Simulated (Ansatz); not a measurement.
## How far each method lies from UCCSDT(Q) for Si–AsH2, doublet

Geometry: that of the Si–AsH2, quartet, kept fixed.

```tsv
atom	x (Å)	y (Å)	z (Å)
Si	0.0386	0.0000	1.7775
As	-0.0412	0.0000	-0.6421
H	0.9933	1.0941	-0.9003
H	0.9933	-1.0941	-0.9003
```

Basis cc-pVDZ; Ansatz 0.2.0. Only valence electrons are correlated (noble-gas cores and the filled d shells of p-block atoms frozen), which leaves 11 electrons in 36 orbitals. Prefix R: restricted or restricted open-shell reference; prefix U: unrestricted. Active spaces: valence = (11e, 10o) chosen from the atoms' valence shells. No spin–orbit coupling is included, and no scalar relativity.

Full CI isn't at hand for all of this; UCCSDT(Q) serves as the reference, and is uncertain by the last step of the cluster series or more. The frozen core follows each run's orbitals, which can shift R against U totals by a few meV for light atoms and by up to 0.1 eV past Ca.

```
UHF ⟨S²⟩                          : 0.829
T1 diagnostic (RCCSD)             : 0.0236
largest doubles amplitude (RCCSD) : 0.066
T1 diagnostic (UCCSD)             : 0.0349
```

| level | E − E(UCCSDT(Q)) (kJ/mol) | wall time |
| --- | --- | --- |
| UHF | 578.3 | – |
| UMP2 | 129.4 | – |
| UCCSD | 22.6 | – |
| UCCSD(T) | 4.6 | 16 s |
| UCCSDT | 1.2 | – |

Run but not shown, since their state, orbitals or frozen core can't be matched to the reference's or they repeat it: RHF, RMP2, CISD, RCCSD, RCCSD(T), BCCD(T), RCCSDT, RCCSDT(Q), CASSCF (valence space), NEVPT2 (valence space), MRCISD (valence space), MRCISD+Q (valence space), MRCISD+Q(relaxed) (valence space).

Times hold each run's SCF and search for its determinant on a shared host, so for small cases they say little of a method's own cost; they ran on 1 thread of Arm Neoverse V1.

Natural occupations of CASSCF (valence space) about the gap: 1.972 1.969 1.966 1.931 1.001 0.068 0.040 0.034 0.027; effectively unpaired electrons, Σ n²(2−n)², 1.06.
